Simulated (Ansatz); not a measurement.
A nudged elastic band was laid between two geometries of BFH2 + H2S (7 atoms, charge 0, multiplicity 1).

All numbers below come from RKS B3LYP/def2-SVP in Ansatz.

```
movable images  : 5
climbing image  : yes
spring          : 5.0 eV/Å²
optimiser       : quadratic models (default)
start path      : through a guess of the saddle point
force threshold : 0.03 eV/Å
iteration limit : 60
end points      : relaxed
```

Image 0:

```xyz
7
Properties=species:S:1:pos:R:3
B 0.024 0.284 -0.058
H 0.009 0.688 1.080
H 1.017 0.258 -0.743
F -1.153 0.094 -0.660
S 0.415 -2.302 0.792
H -0.687 -2.708 0.120
H -0.273 -2.152 1.947
```

Image 6:

```xyz
7
Properties=species:S:1:pos:R:3
B 0.107 -0.444 -1.050
H -0.186 -0.432 3.655
H 1.020 0.326 -1.206
F -1.081 -0.172 -1.570
S 0.394 -1.952 -0.107
H -0.865 -2.443 -0.209
H -0.038 -0.721 2.966
```

Problem. What changes between the two ends?

Solution. Bonds broken: B1–H2, S5–H7. Bonds formed: B1–S5, H2–H7. BFH2 + H2S becomes BFH2S + H2.

Problem. What energy profile does the band end with?

Solution. It converged. The highest image is number 2 of 0 to 6, 0.90 eV above the first end and 1.39 eV above the last; the last end lies 0.49 eV below the first. A vibrational analysis at the climbing image gives one clearly imaginary mode, 941i cm⁻¹: a first-order saddle point. The orbitals stay closed-shell, which can raise the energy where a bond breaks towards radicals; this wasn't checked here.

```json
{"image": "0", "path coordinate (Å)": "0.00", "energy (eV)": "0.00", "B1–H2 (Å)": "1.21", "S5–H7 (Å)": "1.35", "B1–S5 (Å)": "2.75"}
{"image": "1", "path coordinate (Å)": "1.02", "energy (eV)": "0.11", "B1–H2 (Å)": "1.21", "S5–H7 (Å)": "1.35", "B1–S5 (Å)": "2.66"}
{"image": "2", "path coordinate (Å)": "2.04", "energy (eV)": "0.90", "B1–H2 (Å)": "1.32", "S5–H7 (Å)": "1.65", "B1–S5 (Å)": "2.08"}
{"image": "3", "path coordinate (Å)": "3.08", "energy (eV)": "-0.21", "B1–H2 (Å)": "2.26", "S5–H7 (Å)": "2.54", "B1–S5 (Å)": "1.82"}
{"image": "4", "path coordinate (Å)": "4.12", "energy (eV)": "-0.47", "B1–H2 (Å)": "3.07", "S5–H7 (Å)": "3.35", "B1–S5 (Å)": "1.80"}
{"image": "5", "path coordinate (Å)": "5.16", "energy (eV)": "-0.48", "B1–H2 (Å)": "3.97", "S5–H7 (Å)": "3.35", "B1–S5 (Å)": "1.80"}
{"image": "6", "path coordinate (Å)": "6.19", "energy (eV)": "-0.49", "B1–H2 (Å)": "4.71", "S5–H7 (Å)": "3.34", "B1–S5 (Å)": "1.80"}
```

Problem. What is the geometry of the highest image?

Solution. 
```xyz
7
Properties=species:S:1:pos:R:3
B 0.012 -0.238 0.055
H -0.202 0.085 1.321
H 1.070 0.256 -0.240
F -1.109 -0.045 -0.668
S 0.436 -2.258 0.330
H -0.857 -2.658 0.404
H 0.001 -0.980 1.276
```

Problem. What are the harmonic wavenumbers there?

Solution. 941i, 258, 329, 550, 715, 875, 936, 1057, 1169, 1239, 1328, 1691, 2082, 2625, 2662 cm⁻¹.

The band took 18 iterations and of the order of 3 core-minutes.

Run time: 3.1 min on 1 thread of Intel(R) Xeon(R) Platinum 8259CL CPU @ 2.50GHz (Skylake/Cascade Lake) (shared host), peak memory 0.14 GiB.
